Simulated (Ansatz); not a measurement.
**How far each method lies from UCCSDT(Q) for AlCCl⁺, doublet**

Geometry: that of the AlCCl, triplet, kept fixed.

```xyz
3

Al    0.0000    0.0000    1.8452
C     0.0000    0.0000   -0.0999
Cl    0.0000    0.0000   -1.7453
```

Basis cc-pVDZ; Ansatz 0.2.0. Correlated methods freeze the noble-gas cores, which leaves 13 electrons in 39 orbitals. R marks a restricted (for open shells ROHF) determinant, U an unrestricted one. Active spaces: valence = (11e, 11o, short of the full valence) chosen from the atoms' valence shells.

Full CI isn't at hand for all of this; UCCSDT(Q) serves as the reference, and is uncertain by about the last step of the cluster series. The frozen core follows each run's orbitals, which can shift R against U totals by a few meV.

HF rows are the lowest solutions found. Coupled cluster chose its determinant by trial CCSD, here up to 0.37 eV above the lowest Hartree–Fock solution of its kind, and MP2 stands on that determinant too. For open shells CISD is restricted-active-space CI with the open shells as a complete middle space.

The UHF ⟨S²⟩ is 1.776. The ⟨S²⟩ of the determinant under UCCSD is 0.771 and the T1 diagnostic (RCCSD) is 0.0346. The largest doubles amplitude (RCCSD) is 0.092 and the T1 diagnostic (UCCSD) is 0.0319.

| level | E − E(RHF) (eV) |
| --- | --- |
| RMP2 | -7.3369 |
| UMP2 | -7.3163 |
| RCCSD | -8.4036 |
| UCCSD | -8.4068 |
| RCCSD(T) | -8.7498 |
| UCCSD(T) | -8.7477 |

(1) Estimate how far UCCSDT(Q) in cc-pVDZ lies from RCCSD(T). The table doesn't fix it; the size of (T) and the diagnostics are the guide.

(1) UCCSDT(Q) in cc-pVDZ lies 70 meV below RCCSD(T), which is 20 % of the (T) step (-346 meV). T1 is raised, but (T) still catches most of what CCSD lacks. The miss exceeds 1 kcal/mol.

The other levels:

```json
{"level": "UHF†", "E − E(UCCSDT(Q)) (meV)": "8307", "share of correlation (%)": "–", "wall time": "2.4 s"}
{"level": "CISD", "E − E(UCCSDT(Q)) (meV)": "1346", "share of correlation (%)": "84.74", "wall time": "5.5 s"}
{"level": "BCCD(T)", "E − E(UCCSDT(Q)) (meV)": "66", "share of correlation (%)": "99.25", "wall time": "8.5 s"}
{"level": "RCCSDT", "E − E(UCCSDT(Q)) (meV)": "28", "share of correlation (%)": "99.69", "wall time": "–"}
{"level": "UCCSDT", "E − E(UCCSDT(Q)) (meV)": "27", "share of correlation (%)": "99.69", "wall time": "–"}
{"level": "RCCSDT(Q)", "E − E(UCCSDT(Q)) (meV)": "11", "share of correlation (%)": "99.87", "wall time": "53 s"}
{"level": "CASSCF (valence space)", "E − E(UCCSDT(Q)) (meV)": "5736", "share of correlation (%)": "34.96", "wall time": "–"}
{"level": "NEVPT2 (valence space)", "E − E(UCCSDT(Q)) (meV)": "1113", "share of correlation (%)": "87.38", "wall time": "31 s"}
{"level": "MRCISD (valence space)", "E − E(UCCSDT(Q)) (meV)": "480", "share of correlation (%)": "94.56", "wall time": "–"}
{"level": "MRCISD+Q (valence space)", "E − E(UCCSDT(Q)) (meV)": "55", "share of correlation (%)": "99.38", "wall time": "39 s"}
```

A dagger marks rows that describe another state than the reference (another or a broken symmetry, a higher spin or other natural occupations), so the difference isn't the method's error.

The correlation energy at UCCSDT(Q), counted from RHF, is -8.820 eV. That run took 63 s on 1 thread of Arm Neoverse V1, shared host.

Times hold each run's SCF and search for its determinant on a shared host, so for small cases they say little of a method's own cost; they ran on 1 thread of Arm Neoverse V1.

Natural occupations of CASSCF (valence space) about the gap: 1.975 1.965 1.948 1.859 1.014 0.088 0.058 0.056 0.039 0.014; effectively unpaired electrons, Σ n²(2−n)², 1.15.
